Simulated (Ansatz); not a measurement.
**AlNH3 (SMILES [NH2][AlH]) at UPBE0/STO-3G**

What is the energy change on altering one bond length of AlNH3 at UPBE0/STO-3G? 

Program for the calculation: Ansatz 0.2.0.

52 further runs of the same task are left out: 52 set aside as unsound or not needed.

## Step 1: The structure to begin with

The species is AlNH3 (5 atoms), meant as a doublet with charge 0. SMILES: `[NH2][AlH]`. The coordinates come from a PBE0-D4/def2-TZVP relaxation. This is one conformer, not always the lowest.

Bond lengths: N1–Al2 1.774 Å, N1–H3 1.007 Å, N1–H4 1.009 Å, Al2–H5 1.604 Å. Angles: N1–Al2–H5 115.7°, Al2–N1–H3 125.4°, Al2–N1–H4 124.3°, H3–N1–H4 110.2°.

## Step 2: A single-point energy at UPBE0/STO-3G

molecule.yaml reads:

```yaml
basis:
  gaussian:
    orbitals: STO-3G
crystal:
  periodic: [false, false, false]
  atoms:
    - symbol: "N"
      position_ang: [-0.116600, -0.660800, 0.175100]
    - symbol: Al
      position_ang: [0.836600, 0.833900, 0.120800]
    - symbol: H
      position_ang: [0.148500, -1.505300, 0.655500]
    - symbol: H
      position_ang: [-1.010300, -0.782800, -0.277400]
    - symbol: H
      position_ang: [0.191800, 2.041400, -0.715400]
magnetization:
  spin_polarized: true
  initial_magnetization: 1
hamiltonian:
  xc: {name: PBE0}
accuracy: high
```

On the command line:

```console
ansatz run molecule.yaml --threads 1 --pin off --max-ram 2610MiB --events-out events.jsonl --progress --plain --runs-dir runs
```

The program printed:

```text
Warning: RAYON_NUM_THREADS=1 ignored (pool sized by the plan → 1); use --threads N
Functional definition: PBE0
  name "PBE0"
  parameter a = 0.25
  parameter kappa = 0.804
  parameter beta = 0.06672455060314922
  exchange = (1 - a)*pbe_x(kappa = kappa, mu = beta*pi^2/3) + a*exact_x
  correlation = pbe_c(beta = beta)
288 factors; integrals over basis functions are off by at most 1.1e-8 eV
mean field evaluation 1: about -8027.5433 eV, gradient 1.7e1 eV
mean field evaluation 2: about -8025.7691 eV, gradient 2.6e1 eV
mean field evaluation 4: about -8029.6572 eV, gradient 4.5e-1 eV
mean field evaluation 8: about -8029.6377 eV, gradient 5.3e-3 eV
mean field evaluation 16: about -8029.6377 eV, gradient 1.7e-7 eV
mean field -8029.63774044 eV, -295.0837442770 hartree, gradient 1.9e-8 eV, S^2 0.752835; 0 other end points of the search recorded, 0 dependent functions left out
reference -8029.63774196 eV, -295.0837443329 hartree; 12, 11 occupied and 5, 6 virtual orbitals, 288 factors
Total energy: -8029.63774196 eV, -295.0837443329 hartree
```

Run time: 1.8 s. Hardware: 1 thread of Intel Xeon Platinum 8259CL at 2.50GHz (Skylake/Cascade Lake), shared host; peak memory 0.14 GiB.

## Step 3: The distorted shape, same level

run.yaml reads:

```yaml
crystal:
  periodic: [false, false, false]
  atoms:
    - symbol: "N"
      position_ang: [0.106816, -0.630301, 0.288220]
    - symbol: Al
      position_ang: [1.060016, 0.864399, 0.233920]
    - symbol: H
      position_ang: [0.371916, -1.474801, 0.768620]
    - symbol: H
      position_ang: [-1.010300, -0.782800, -0.277400]
    - symbol: H
      position_ang: [0.415216, 2.071899, -0.602280]
basis:
  gaussian:
    orbitals: STO-3G
magnetization:
  spin_polarized: true
  initial_magnetization: 1
hamiltonian:
  xc: pbe0
accuracy: high
```

On the command line:

```console
ansatz run run.yaml --threads 1 --pin off --max-ram 2610MiB --events-out events.jsonl --progress --plain --runs-dir runs
```

The program printed:

```text
Warning: RAYON_NUM_THREADS=1 ignored (pool sized by the plan → 1); use --threads N
Functional definition: PBE0
  name "PBE0"
  parameter a = 0.25
  parameter kappa = 0.804
  parameter beta = 0.06672455060314922
  exchange = (1 - a)*pbe_x(kappa = kappa, mu = beta*pi^2/3) + a*exact_x
  correlation = pbe_c(beta = beta)
288 factors; integrals over basis functions are off by at most 1.4e-8 eV
mean field evaluation 1: about -8026.4672 eV, gradient 1.8e1 eV
mean field evaluation 2: about -8022.7339 eV, gradient 3.2e1 eV
mean field evaluation 4: about -8028.8424 eV, gradient 5.7e-1 eV
mean field evaluation 8: about -8028.8110 eV, gradient 9.9e-3 eV
mean field evaluation 16: about -8028.8110 eV, gradient 1.4e-6 eV
mean field -8028.81102538 eV, -295.0533630592 hartree, gradient 6.1e-8 eV, S^2 0.753605; 0 other end points of the search recorded, 0 dependent functions left out
reference -8028.81102689 eV, -295.0533631146 hartree; 12, 11 occupied and 5, 6 virtual orbitals, 288 factors
Total energy: -8028.81102689 eV, -295.0533631146 hartree
```

Run time: 1.6 s. Hardware: 1 thread of Intel Xeon Platinum 8259CL at 2.50GHz (Skylake/Cascade Lake), shared host; peak memory 0.14 GiB.

## Step 4: Summary of results

Level: UPBE0/STO-3G.

```
                                                         quantity          value
                                        first shape: total energy  -295.08374 Eh
                                                first shape: ⟨S²⟩          0.753
                                    distorted shape: total energy  -295.05336 Eh
                                            distorted shape: ⟨S²⟩          0.754
energy change with the N1–H4 bond stretched from 1.009 to 1.261 Å       0.827 eV
```

In words: With the N1–H4 bond stretched from 1.009 to 1.261 Å the energy rises by 0.83 eV (19.1 kcal/mol). The first shape isn't relaxed at this level, so the change isn't measured from a minimum. The minimal basis adds a large error of its own.
